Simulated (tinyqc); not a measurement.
CCD on RHF in the sto-6g basis, for H3O+, spin multiplicity 1, step by step (part 1 of 2). Computed by tinyqc, a small Python program that keeps every step (integrals from PySCF). Settings: charge = 1, multiplicity = 1, basis = sto-6g, method = RHF, energy threshold = 1e-10, iteration cap = 61, orthogonalisation = symmetric, start = core, DIIS depth = 6, amplitude equations = CCD, DIIS depth for amplitudes = 0, cap on updates = 83. Command: `OMP_NUM_THREADS=1 python tinyqc.py 22956 22957 out.jsonl` (the two numbers bound the seeds that draw the settings). One thread of a shared host (Intel(R) Xeon(R) Processor @ 2.60GHz), about 0.2 s of CPU time with the checks. The early iterations of the SCF are left out here.

## One-electron integrals

Geometry (angstrom):
```
atom        x        y       z
O      0.0000   0.0000  0.3150
H      1.0480   0.0000  0.0000
H     -0.5240   0.9080  0.0000
H     -0.5240  -0.9080  0.0000
```

Basis sto-6g: exponents (1/bohr^2) and contraction coefficients of normalised primitives:
```
element  l (shell)   exponent  coefficient
O            s (1)  1355.5842       0.0092
O            s (1)   248.5449       0.0494
O            s (1)    69.5339       0.1685
O            s (1)    23.8868       0.3706
O            s (1)     9.2759       0.4165
O            s (1)     3.8203       0.1303
O            s (2)    52.1878      -0.0133
O            s (2)    10.3293      -0.0470
O            s (2)     3.2103      -0.0338
O            s (2)     1.2351       0.2502
O            s (2)     0.5364       0.5951
O            s (2)     0.2459       0.2407
O            p (3)    52.1878       0.0038
O            p (3)    10.3293       0.0377
O            p (3)     3.2103       0.1739
O            p (3)     1.2351       0.4180
O            p (3)     0.5364       0.4259
O            p (3)     0.2459       0.1017
H            s (1)    35.5232       0.0092
H            s (1)     6.5131       0.0494
H            s (1)     1.8221       0.1685
H            s (1)     0.6260       0.3706
H            s (1)     0.2431       0.4165
H            s (1)     0.1001       0.1303
```

Overlap, kinetic and nuclear-attraction integrals over the contracted functions; the nuclear repulsion is the sum of Za Zb / Rab.

nuclear repulsion = 12.477657 hartree

overlap S, order 1O 1s, 1O 2s, 1O 2px, 1O 2py, 1O 2pz, 2H 1s, 3H 1s, 4H 1s:
```
[[1.0000, 0.2311, 0.0000, 0.0000, 0.0000, 0.0404, 0.0404, 0.0404],
 [0.2311, 1.0000, 0.0000, 0.0000, 0.0000, 0.3917, 0.3915, 0.3915],
 [0.0000, 0.0000, 1.0000, 0.0000, 0.0000, 0.3278, -0.1638, -0.1638],
 [0.0000, 0.0000, 0.0000, 1.0000, 0.0000, 0.0000, 0.2838, -0.2838],
 [0.0000, 0.0000, 0.0000, 0.0000, 1.0000, -0.0985, -0.0985, -0.0985],
 [0.0404, 0.3917, 0.3278, 0.0000, -0.0985, 1.0000, 0.1604, 0.1604],
 [0.0404, 0.3915, -0.1638, 0.2838, -0.0985, 0.1604, 1.0000, 0.1602],
 [0.0404, 0.3915, -0.1638, -0.2838, -0.0985, 0.1604, 0.1602, 1.0000]]
```

kinetic energy T (hartree), order 1O 1s, 1O 2s, 1O 2px, 1O 2py, 1O 2pz, 2H 1s, 3H 1s, 4H 1s:
```
[[29.3272, -0.8960, 0.0000, 0.0000, 0.0000, -0.0058, -0.0058, -0.0058],
 [-0.8960, 0.8426, 0.0000, 0.0000, 0.0000, 0.0715, 0.0714, 0.0714],
 [0.0000, 0.0000, 2.5313, 0.0000, 0.0000, 0.1809, -0.0903, -0.0903],
 [0.0000, 0.0000, 0.0000, 2.5313, 0.0000, 0.0000, 0.1565, -0.1565],
 [0.0000, 0.0000, 0.0000, 0.0000, 2.5313, -0.0544, -0.0543, -0.0543],
 [-0.0058, 0.0715, 0.1809, 0.0000, -0.0544, 0.7685, -0.0085, -0.0085],
 [-0.0058, 0.0714, -0.0903, 0.1565, -0.0543, -0.0085, 0.7685, -0.0085],
 [-0.0058, 0.0714, -0.0903, -0.1565, -0.0543, -0.0085, -0.0085, 0.7685]]
```

nuclear attraction V (hartree), order 1O 1s, 1O 2s, 1O 2px, 1O 2py, 1O 2pz, 2H 1s, 3H 1s, 4H 1s:
```
[[-62.7087, -6.4865, 0.0000, 0.0000, 0.0108, -1.2939, -1.2929, -1.2929],
 [-6.4865, -10.4424, -0.0001, 0.0000, 0.1252, -3.1593, -3.1573, -3.1573],
 [0.0000, -0.0001, -10.4764, 0.0000, 0.0000, -2.3492, 1.1736, 1.1736],
 [0.0000, 0.0000, 0.0000, -10.4764, 0.0000, 0.0000, -2.0337, 2.0337],
 [0.0108, 0.1252, 0.0000, 0.0000, -10.3733, 0.7379, 0.7373, 0.7373],
 [-1.2939, -3.1593, -2.3492, 0.0000, 0.7379, -5.6088, -1.0087, -1.0087],
 [-1.2929, -3.1573, 1.1736, -2.0337, 0.7373, -1.0087, -5.6076, -1.0078],
 [-1.2929, -3.1573, 1.1736, 2.0337, 0.7373, -1.0087, -1.0078, -5.6076]]
```

core Hamiltonian H = T + V (hartree), order 1O 1s, 1O 2s, 1O 2px, 1O 2py, 1O 2pz, 2H 1s, 3H 1s, 4H 1s:
```
[[-33.3815, -7.3826, 0.0000, 0.0000, 0.0108, -1.2997, -1.2987, -1.2987],
 [-7.3826, -9.5998, -0.0001, 0.0000, 0.1252, -3.0878, -3.0860, -3.0860],
 [0.0000, -0.0001, -7.9451, 0.0000, 0.0000, -2.1683, 1.0833, 1.0833],
 [0.0000, 0.0000, 0.0000, -7.9451, 0.0000, 0.0000, -1.8772, 1.8772],
 [0.0108, 0.1252, 0.0000, 0.0000, -7.8420, 0.6835, 0.6830, 0.6830],
 [-1.2997, -3.0878, -2.1683, 0.0000, 0.6835, -4.8403, -1.0172, -1.0172],
 [-1.2987, -3.0860, 1.0833, -1.8772, 0.6830, -1.0172, -4.8391, -1.0163],
 [-1.2987, -3.0860, 1.0833, 1.8772, 0.6830, -1.0172, -1.0163, -4.8391]]
```

## Two-electron integrals

Functions are numbered as in S; the eight-fold symmetry (ij|kl) = (ji|kl) = (kl|ij) leaves the list below.

Two-electron integrals (ij|kl) in chemists' order, unique and non-zero (hartree):
```
(11|11) 4.7875      (21|11) 0.6759      (21|21) 0.1215      (22|11) 1.1174
(22|21) 0.2492      (22|22) 0.8174      (31|31) 0.0258      (32|31) 0.0391
(32|32) 0.1807      (33|11) 1.1174      (33|21) 0.2492      (33|22) 0.8174
(33|33) 0.8807      (41|41) 0.0258      (42|41) 0.0391      (42|42) 0.1807
(43|43) 0.0475      (44|11) 1.1174      (44|21) 0.2492      (44|22) 0.8174
(44|33) 0.7857      (44|44) 0.8807      (51|51) 0.0258      (52|51) 0.0391
(52|52) 0.1807      (53|53) 0.0475      (54|54) 0.0475      (55|11) 1.1174
(55|21) 0.2492      (55|22) 0.8174      (55|33) 0.7857      (55|44) 0.7857
(55|55) 0.8807      (61|11) 0.1259      (61|21) 0.0217      (61|22) 0.0436
(61|31) 0.0010      (61|32) 0.0020      (61|33) 0.0437      (61|44) 0.0435
(61|51) -3.06e-04   (61|52) -0.0006     (61|53) -7.69e-05   (61|55) 0.0435
(61|61) 0.0040      (62|11) 0.3171      (62|21) 0.0718      (62|22) 0.2620
(62|31) 0.0055      (62|32) 0.0414      (62|33) 0.2698      (62|44) 0.2576
(62|51) -0.0017     (62|52) -0.0124     (62|53) -0.0037     (62|55) 0.2587
(62|61) 0.0129      (62|62) 0.1062      (63|11) 0.2243      (63|21) 0.0515
(63|22) 0.2004      (63|31) 0.0113      (63|32) 0.0741      (63|33) 0.2174
(63|44) 0.1915      (63|51) -0.0010     (63|52) -0.0089     (63|53) -0.0053
(63|55) 0.1923      (63|61) 0.0097      (63|62) 0.0987      (63|63) 0.1054
(64|41) 0.0078      (64|42) 0.0445      (64|43) 0.0085      (64|54) -0.0025
(64|64) 0.0147      (65|11) -0.0674     (65|21) -0.0155     (65|22) -0.0602
(65|31) -0.0010     (65|32) -0.0089     (65|33) -0.0603     (65|44) -0.0576
(65|51) 0.0081      (65|52) 0.0472      (65|53) 0.0093      (65|55) -0.0629
(65|61) -0.0029     (65|62) -0.0297     (65|63) -0.0273     (65|65) 0.0229
(66|11) 0.4730      (66|21) 0.1090      (66|22) 0.4564      (66|31) 0.0105
(66|32) 0.1086      (66|33) 0.4876      (66|44) 0.4385      (66|51) -0.0031
(66|52) -0.0326     (66|53) -0.0148     (66|55) 0.4430      (66|61) 0.0198
(66|62) 0.2388      (66|63) 0.2531      (66|65) -0.0761     (66|66) 0.7750
(71|11) 0.1258      (71|21) 0.0217      (71|22) 0.0435      (71|31) -0.0005
(71|32) -0.0010     (71|33) 0.0435      (71|41) 0.0009      (71|42) 0.0017
(71|43) -1.11e-04   (71|44) 0.0436      (71|51) -3.06e-04   (71|52) -0.0006
(71|53) 3.84e-05    (71|54) -6.65e-05   (71|55) 0.0435      (71|61) 0.0039
(71|62) 0.0124      (71|63) 0.0087      (71|64) 3.45e-04    (71|65) -0.0028
(71|66) 0.0188      (71|71) 0.0039      (72|11) 0.3169      (72|21) 0.0717
(72|22) 0.2619      (72|31) -0.0028     (72|32) -0.0207     (72|33) 0.2605
(72|41) 0.0048      (72|42) 0.0358      (72|43) -0.0053     (72|44) 0.2666
(72|51) -0.0017     (72|52) -0.0124     (72|53) 0.0018      (72|54) -0.0032
(72|55) 0.2585      (72|61) 0.0124      (72|62) 0.0832      (72|63) 0.0593
(72|64) 0.0092      (72|65) -0.0226     (72|66) 0.1497      (72|71) 0.0129
(72|72) 0.1061      (73|11) -0.1121     (73|21) -0.0257     (73|22) -0.1001
(73|31) 0.0087      (73|32) 0.0519      (73|33) -0.1053     (73|41) -0.0015
(73|42) -0.0128     (73|43) 0.0093      (73|44) -0.0991     (73|51) 0.0005
(73|52) 0.0044      (73|53) -0.0032     (73|54) 0.0012      (73|55) -0.0961
(73|61) -0.0041     (73|62) -0.0217     (73|63) -0.0049     (73|64) -0.0018
(73|65) 0.0058      (73|66) -0.0298     (73|71) -0.0048     (73|72) -0.0493
(73|73) 0.0373      (74|11) 0.1942      (74|21) 0.0446      (74|22) 0.1735
(74|31) -0.0015     (74|32) -0.0128     (74|33) 0.1677      (74|41) 0.0104
(74|42) 0.0667      (74|43) -0.0076     (74|44) 0.1863      (74|51) -0.0009
(74|52) -0.0077     (74|53) 0.0012      (74|54) -0.0046     (74|55) 0.1665
(74|61) 0.0077      (74|62) 0.0559      (74|63) 0.0395      (74|64) 0.0168
(74|65) -0.0149     (74|66) 0.1020      (74|71) 0.0084      (74|72) 0.0854
(74|73) -0.0392     (74|74) 0.0827      (75|11) -0.0674     (75|21) -0.0155
(75|22) -0.0602     (75|31) 0.0005      (75|32) 0.0044      (75|33) -0.0582
(75|41) -0.0009     (75|42) -0.0077     (75|43) 0.0012      (75|44) -0.0595
(75|51) 0.0081      (75|52) 0.0472      (75|53) -0.0046     (75|54) 0.0080
(75|55) -0.0628     (75|61) -0.0028     (75|62) -0.0226     (75|63) -0.0158
(75|64) -0.0025     (75|65) 0.0171      (75|66) -0.0441     (75|71) -0.0029
(75|72) -0.0296     (75|73) 0.0136      (75|74) -0.0236     (75|75) 0.0229
(76|11) 0.0961      (76|21) 0.0219      (76|22) 0.0864      (76|31) 0.0007
(76|32) 0.0059      (76|33) 0.0866      (76|41) 0.0012      (76|42) 0.0103
(76|43) 3.67e-04    (76|44) 0.0871      (76|51) -0.0008     (76|52) -0.0071
(76|53) -0.0008     (76|54) -0.0014     (76|55) 0.0856      (76|61) 0.0039
(76|62) 0.0341      (76|63) 0.0296      (76|64) 0.0035      (76|65) -0.0107
(76|66) 0.0784      (76|71) 0.0039      (76|72) 0.0341      (76|73) -0.0118
(76|74) 0.0274      (76|75) -0.0107     (76|76) 0.0136      (77|11) 0.4728
(77|21) 0.1090      (77|22) 0.4563      (77|31) -0.0052     (77|32) -0.0542
(77|33) 0.4507      (77|41) 0.0091      (77|42) 0.0940      (77|43) -0.0212
(77|44) 0.4752      (77|51) -0.0031     (77|52) -0.0326     (77|53) 0.0074
(77|54) -0.0128     (77|55) 0.4429      (77|61) 0.0188      (77|62) 0.1498
(77|63) 0.1032      (77|64) 0.0252      (77|65) -0.0442     (77|66) 0.2895
(77|71) 0.0198      (77|72) 0.2386      (77|73) -0.1265     (77|74) 0.2191
(77|75) -0.0760     (77|76) 0.0784      (77|77) 0.7750      (81|11) 0.1258
(81|21) 0.0217      (81|22) 0.0435      (81|31) -0.0005     (81|32) -0.0010
(81|33) 0.0435      (81|41) -0.0009     (81|42) -0.0017     (81|43) 1.11e-04
(81|44) 0.0436      (81|51) -3.06e-04   (81|52) -0.0006     (81|53) 3.84e-05
(81|54) 6.65e-05    (81|55) 0.0435      (81|61) 0.0039      (81|62) 0.0124
(81|63) 0.0087      (81|64) -3.45e-04   (81|65) -0.0028     (81|66) 0.0188
(81|71) 0.0039      (81|72) 0.0124      (81|73) -0.0046     (81|74) 0.0074
(81|75) -0.0028     (81|76) 0.0038      (81|77) 0.0188      (81|81) 0.0039
(82|11) 0.3169      (82|21) 0.0717      (82|22) 0.2619      (82|31) -0.0028
(82|32) -0.0207     (82|33) 0.2605      (82|41) -0.0048     (82|42) -0.0358
(82|43) 0.0053      (82|44) 0.2666      (82|51) -0.0017     (82|52) -0.0124
(82|53) 0.0018      (82|54) 0.0032      (82|55) 0.2585      (82|61) 0.0124
(82|62) 0.0832      (82|63) 0.0593      (82|64) -0.0092     (82|65) -0.0226
(82|66) 0.1497      (82|71) 0.0124      (82|72) 0.0832      (82|73) -0.0375
(82|74) 0.0467      (82|75) -0.0226     (82|76) 0.0274      (82|77) 0.1497
(82|81) 0.0129      (82|82) 0.1061      (83|11) -0.1121     (83|21) -0.0257
(83|22) -0.1001     (83|31) 0.0087      (83|32) 0.0519      (83|33) -0.1053
(83|41) 0.0015      (83|42) 0.0128      (83|43) -0.0093     (83|44) -0.0991
(83|51) 0.0005      (83|52) 0.0044      (83|53) -0.0032     (83|54) -0.0012
(83|55) -0.0961     (83|61) -0.0041     (83|62) -0.0217     (83|63) -0.0049
(83|64) 0.0018      (83|65) 0.0058      (83|66) -0.0298     (83|71) -0.0046
(83|72) -0.0375     (83|73) 0.0277      (83|74) -0.0207     (83|75) 0.0100
(83|76) -0.0093     (83|77) -0.0734     (83|81) -0.0048     (83|82) -0.0493
(83|83) 0.0373      (84|11) -0.1942     (84|21) -0.0446     (84|22) -0.1735
(84|31) 0.0015      (84|32) 0.0128      (84|33) -0.1677     (84|41) 0.0104
(84|42) 0.0667      (84|43) -0.0076     (84|44) -0.1863     (84|51) 0.0009
(84|52) 0.0077      (84|53) -0.0012     (84|54) -0.0046     (84|55) -0.1665
(84|61) -0.0077     (84|62) -0.0559     (84|63) -0.0395     (84|64) 0.0168
(84|65) 0.0149      (84|66) -0.1020     (84|71) -0.0074     (84|72) -0.0467
(84|73) 0.0207      (84|74) -0.0159     (84|75) 0.0124      (84|76) -0.0161
(84|77) -0.0768     (84|81) -0.0084     (84|82) -0.0854     (84|83) 0.0392
(84|84) 0.0827      (85|11) -0.0674     (85|21) -0.0155     (85|22) -0.0602
(85|31) 0.0005      (85|32) 0.0044      (85|33) -0.0582     (85|41) 0.0009
(85|42) 0.0077      (85|43) -0.0012     (85|44) -0.0595     (85|51) 0.0081
(85|52) 0.0472      (85|53) -0.0046     (85|54) -0.0080     (85|55) -0.0628
(85|61) -0.0028     (85|62) -0.0226     (85|63) -0.0158     (85|64) 0.0025
(85|65) 0.0171      (85|66) -0.0441     (85|71) -0.0028     (85|72) -0.0226
(85|73) 0.0100      (85|74) -0.0124     (85|75) 0.0171      (85|76) -0.0083
(85|77) -0.0441     (85|81) -0.0029     (85|82) -0.0296     (85|83) 0.0136
(85|84) 0.0236      (85|85) 0.0229      (86|11) 0.0961      (86|21) 0.0219
(86|22) 0.0864      (86|31) 0.0007      (86|32) 0.0059      (86|33) 0.0866
(86|41) -0.0012     (86|42) -0.0103     (86|43) -3.67e-04   (86|44) 0.0871
(86|51) -0.0008     (86|52) -0.0071     (86|53) -0.0008     (86|54) 0.0014
(86|55) 0.0856      (86|61) 0.0039      (86|62) 0.0341      (86|63) 0.0296
(86|64) -0.0035     (86|65) -0.0107     (86|66) 0.0784      (86|71) 0.0038
(86|72) 0.0274      (86|73) -0.0093     (86|74) 0.0161      (86|75) -0.0083
(86|76) 0.0110      (86|77) 0.0510      (86|81) 0.0039      (86|82) 0.0341
(86|83) -0.0118     (86|84) -0.0274     (86|85) -0.0107     (86|86) 0.0136
(87|11) 0.0960      (87|21) 0.0219      (87|22) 0.0863      (87|31) -0.0014
(87|32) -0.0119     (87|33) 0.0872      (87|44) 0.0863      (87|51) -0.0008
(87|52) -0.0071     (87|53) 0.0016      (87|55) 0.0855      (87|61) 0.0038
(87|62) 0.0274      (87|63) 0.0186      (87|65) -0.0083     (87|66) 0.0510
(87|71) 0.0039      (87|72) 0.0341      (87|73) -0.0178     (87|74) 0.0239
(87|75) -0.0107     (87|76) 0.0110      (87|77) 0.0784      (87|81) 0.0039
(87|82) 0.0341      (87|83) -0.0178     (87|84) -0.0239     (87|85) -0.0107
(87|86) 0.0110      (87|87) 0.0136      (88|11) 0.4728      (88|21) 0.1090
(88|22) 0.4563      (88|31) -0.0052     (88|32) -0.0542     (88|33) 0.4507
(88|41) -0.0091     (88|42) -0.0940     (88|43) 0.0212      (88|44) 0.4752
(88|51) -0.0031     (88|52) -0.0326     (88|53) 0.0074      (88|54) 0.0128
(88|55) 0.4429      (88|61) 0.0188      (88|62) 0.1498      (88|63) 0.1032
(88|64) -0.0252     (88|65) -0.0442     (88|66) 0.2895      (88|71) 0.0188
(88|72) 0.1497      (88|73) -0.0734     (88|74) 0.0768      (88|75) -0.0441
(88|76) 0.0510      (88|77) 0.2894      (88|81) 0.0198      (88|82) 0.2386
(88|83) -0.1265     (88|84) -0.2191     (88|85) -0.0760     (88|86) 0.0784
(88|87) 0.0784      (88|88) 0.7750
```

## Orthogonalisation

S = U s U^T; symmetric (Loewdin) form X = U s^(-1/2) U^T, so that X^T S X = 1.

eigenvalues of S: [0.4117, 0.5105, 0.5106, 0.9408, 1.0485, 1.3291, 1.3292, 1.9196]

X, order 1O 1s, 1O 2s, 1O 2px, 1O 2py, 1O 2pz, 2H 1s, 3H 1s, 4H 1s:
```
[[1.0230, -0.1387, 0.0000, 0.0000, 0.0047, 0.0166, 0.0166, 0.0166],
 [-0.1387, 1.2204, 0.0001, 0.0000, -0.0492, -0.2156, -0.2154, -0.2154],
 [0.0000, 0.0001, 1.0813, 0.0000, 0.0000, -0.2131, 0.1065, 0.1065],
 [0.0000, 0.0000, 0.0000, 1.0813, 0.0000, 0.0000, -0.1845, 0.1845],
 [0.0047, -0.0492, 0.0000, 0.0000, 1.0121, 0.0533, 0.0532, 0.0532],
 [0.0166, -0.2156, -0.2131, 0.0000, 0.0533, 1.1345, -0.0511, -0.0511],
 [0.0166, -0.2154, 0.1065, -0.1845, 0.0532, -0.0511, 1.1344, -0.0511],
 [0.0166, -0.2154, 0.1065, 0.1845, 0.0532, -0.0511, -0.0511, 1.1344]]
```

## Starting guess

The start is the orbitals of the core Hamiltonian; D = 2 C_occ C_occ^T.

D at the start, order 1O 1s, 1O 2s, 1O 2px, 1O 2py, 1O 2pz, 2H 1s, 3H 1s, 4H 1s:
```
[[2.1285, -0.5904, 0.0000, 0.0000, 0.0265, 0.0679, 0.0679, 0.0679],
 [-0.5904, 2.6950, 0.0003, 0.0000, -0.1601, -0.2959, -0.2957, -0.2957],
 [0.0000, 0.0003, 2.2870, 0.0000, -0.0001, -0.3677, 0.1837, 0.1837],
 [0.0000, 0.0000, 0.0000, 2.2869, 0.0000, 0.0000, -0.3183, 0.3183],
 [0.0265, -0.1601, -0.0001, 0.0000, 2.0429, 0.0927, 0.0926, 0.0926],
 [0.0679, -0.2959, -0.3677, 0.0000, 0.0927, 0.0944, 0.0057, 0.0057],
 [0.0679, -0.2957, 0.1837, -0.3183, 0.0926, 0.0057, 0.0943, 0.0057],
 [0.0679, -0.2957, 0.1837, 0.3183, 0.0926, 0.0057, 0.0057, 0.0943]]
```

## Iteration 8 (converged): orbitals

converged F (hartree), order 1O 1s, 1O 2s, 1O 2px, 1O 2py, 1O 2pz, 2H 1s, 3H 1s, 4H 1s:
```
[[-21.0758, -5.0908, 0.0000, 0.0000, 0.0177, -0.8973, -0.8966, -0.8966],
 [-5.0908, -2.8026, -0.0001, 0.0000, 0.0770, -0.9761, -0.9755, -0.9755],
 [0.0000, -0.0001, -0.8051, 0.0000, 0.0000, -0.5671, 0.2834, 0.2834],
 [0.0000, 0.0000, 0.0000, -0.8051, 0.0000, 0.0000, -0.4910, 0.4910],
 [0.0177, 0.0770, 0.0000, 0.0000, -0.8516, 0.2043, 0.2042, 0.2042],
 [-0.8973, -0.9761, -0.5671, 0.0000, 0.2043, -0.7374, -0.2863, -0.2863],
 [-0.8966, -0.9755, 0.2834, -0.4910, 0.2042, -0.2863, -0.7370, -0.2860],
 [-0.8966, -0.9755, 0.2834, 0.4910, 0.2042, -0.2863, -0.2860, -0.7370]]
```

Diagonalise F' = X^T F X, C = X C', fill 5 alpha and 5 beta electrons from the bottom; D = 2 C_occ C_occ^T. Each column has its largest component positive (the first on a tie).

F' = X^T F X (hartree):
```
[[-20.7459, -2.5244, 0.0000, 0.0000, 0.0271, -0.1266, -0.1265, -0.1265],
 [-2.5244, -1.6585, 0.0001, 0.0000, -0.0355, -0.4153, -0.4150, -0.4150],
 [0.0000, 0.0001, -0.5803, 0.0000, 0.0000, -0.4662, 0.2330, 0.2330],
 [0.0000, 0.0000, 0.0000, -0.5803, 0.0000, 0.0000, -0.4036, 0.4036],
 [0.0271, -0.0355, 0.0000, 0.0000, -0.8158, 0.1349, 0.1349, 0.1349],
 [-0.1266, -0.4153, -0.4662, 0.0000, 0.1349, -0.3157, -0.0567, -0.0567],
 [-0.1265, -0.4150, 0.2330, -0.4036, 0.1349, -0.0567, -0.3158, -0.0567],
 [-0.1265, -0.4150, 0.2330, 0.4036, 0.1349, -0.0567, -0.0567, -0.3158]]
```

orbital energies (hartree): [-21.0788, -1.7051, -1.0127, -1.0127, -0.8703, 0.0048, 0.1733, 0.1734]

coefficients C, order 1O 1s, 1O 2s, 1O 2px, 1O 2py, 1O 2pz, 2H 1s, 3H 1s, 4H 1s:
```
[[0.9968, -0.2291, 0.0001, 0.0000, -0.0517, -0.1338, 0.0000, 0.0002],
 [0.0149, 0.8947, -0.0003, 0.0000, 0.2734, 0.8803, 0.0000, -0.0011],
 [0.0000, 0.0001, 0.7045, 0.0000, 0.0002, -0.0007, 0.0000, -0.8609],
 [0.0000, 0.0000, 0.0000, 0.7045, 0.0000, 0.0000, 0.8608, 0.0000],
 [-0.0016, -0.0881, -0.0002, 0.0000, 0.9444, -0.3683, 0.0000, 0.0004],
 [-0.0025, 0.0947, 0.4147, 0.0000, -0.1063, -0.6192, 0.0000, 0.9010],
 [-0.0025, 0.0946, -0.2073, 0.3591, -0.1064, -0.6205, -0.7796, -0.4495],
 [-0.0025, 0.0946, -0.2073, -0.3591, -0.1064, -0.6205, 0.7796, -0.4495]]
```

D after iteration 8, order 1O 1s, 1O 2s, 1O 2px, 1O 2py, 1O 2pz, 2H 1s, 3H 1s, 4H 1s:
```
[[2.0975, -0.4085, 0.0000, 0.0000, -0.0606, -0.0374, -0.0374, -0.0374],
 [-0.4085, 1.7509, -0.0001, 0.0000, 0.3587, 0.1110, 0.1111, 0.1111],
 [0.0000, -0.0001, 0.9925, 0.0000, 0.0001, 0.5843, -0.2921, -0.2921],
 [0.0000, 0.0000, 0.0000, 0.9925, 0.0000, 0.0000, 0.5059, -0.5059],
 [-0.0606, 0.3587, 0.0001, 0.0000, 1.7994, -0.2175, -0.2175, -0.2175],
 [-0.0374, 0.1110, 0.5843, 0.0000, -0.2175, 0.3845, -0.1314, -0.1314],
 [-0.0374, 0.1111, -0.2921, 0.5059, -0.2175, -0.1314, 0.3844, -0.1314],
 [-0.0374, 0.1111, -0.2921, -0.5059, -0.2175, -0.1314, -0.1314, 0.3844]]
```

Within a degenerate level the vectors are fixed only up to a rotation; this is one choice.

## Convergence

Stop when the energy changes by less than 1e-10 hartree and every element of the error matrix X^T (F D S - S D F) X is below 3e-06.

Course of the cycle:
```
iteration  E (hartree)     change  largest element of the error matrix
1           -74.102432          -                             6.49e-01
2           -75.866294  -1.76e+00                             3.23e-01
3           -76.010952  -1.45e-01                             2.79e-02
4           -76.013216  -2.26e-03                             6.62e-03
5           -76.013391  -1.74e-04                             2.47e-03
6           -76.013416  -2.55e-05                             1.60e-04
7           -76.013416  -6.06e-08                             1.65e-06
8           -76.013416  -6.88e-12                             9.14e-08
```

PySCF RHF in the same basis = -76.013416 hartree

Converged in 8 iterations.
